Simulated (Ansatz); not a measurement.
Geometry optimisation, RKS PBE-D4/def2-SVP (Ansatz 0.2.0).

Input:

```yaml
crystal:
  periodic: [false, false, false]
  atoms:
    - { symbol: Si, position_ang: [0.216565, -0.121367, 0.20168] }
    - { symbol: Si, position_ang: [0.44884, -0.074179, 2.448115] }
    - { symbol: H, position_ang: [-0.592364, -0.897158, 3.166915] }
    - { symbol: H, position_ang: [1.807492, -0.627472, 2.819871] }
    - { symbol: H, position_ang: [0.365103, 1.34903, 2.95473] }
    - { symbol: H, position_ang: [1.562439, 0.13739, -0.429425] }
    - { symbol: H, position_ang: [-0.731066, 0.935138, -0.297375] }
    - { symbol: H, position_ang: [-0.256228, -1.471332, -0.271203] }
    - { symbol: P, position_ang: [-3.0801, 0.373525, 0.838464] }
    - { symbol: H, position_ang: [-2.764275, -0.904481, 0.25224] }
    - { symbol: H, position_ang: [-4.159371, -0.193222, 1.619912] }
    - { symbol: H, position_ang: [-2.147636, 0.182029, 1.905077] }
basis:
  gaussian: { orbitals: def2-SVP }
hamiltonian:
  xc: pbe
  dispersion: d4
relax:
  f_tol: 0.03
  max_steps: 50
```

Command:

```bash
$ ansatz run input.yaml --threads 2 --pin off --max-ram 3072MiB --backend cpu --events-out ev --progress --plain --runs-dir out
```

Q: Where does it end, and by what steps?

A: The run converged. The force dipped under the threshold on the way, but the program's further checks kept it going. After 30 steps the energy has fallen by 0.182 eV; H12 moved furthest, 0.86 Å.

| step | energy less start (eV) | largest force component (eV/Å) | accepted |
| --- | --- | --- | --- |
| 0 | 0.0000 | 1.259 | yes |
| 2 | -0.1647 | 0.051 | yes |
| 4 | -0.1679 | 0.012 | yes |
| 6 | -0.1707 | 0.070 | yes |
| 8 | -0.1729 | 0.038 | yes |
| 10 | -0.1740 | 0.049 | yes |
| 12 | -0.1747 | 0.080 | yes |
| 14 | -0.1758 | 0.083 | yes |
| 16 | -0.1766 | 0.116 | yes |
| 18 | -0.1783 | 0.024 | yes |
| 20 | -0.1785 | 0.146 | no |
| 22 | -0.1795 | 0.057 | yes |
| 24 | -0.1798 | 0.079 | yes |
| 26 | -0.1804 | 0.058 | yes |
| 28 | -0.1813 | 0.038 | yes |
| 30 | -0.1817 | 0.030 | yes |

```xyz
12
Properties=species:S:1:pos:R:3
Si 0.496 -0.162 0.040
Si 0.439 -0.223 2.394
H -0.636 -1.160 2.881
H 1.766 -0.699 2.925
H 0.166 1.152 2.947
H 1.749 0.536 -0.422
H -0.696 0.577 -0.512
H 0.492 -1.563 -0.516
P -3.449 0.315 0.855
H -2.749 -0.943 0.923
H -4.361 -0.073 1.901
H -2.548 0.932 1.793
```

Whether the end is a true minimum wasn't checked by a vibrational analysis.

Run time: 55 s on 2 threads of Arm Neoverse V1, with other jobs on the host, peak memory 0.13 GiB.
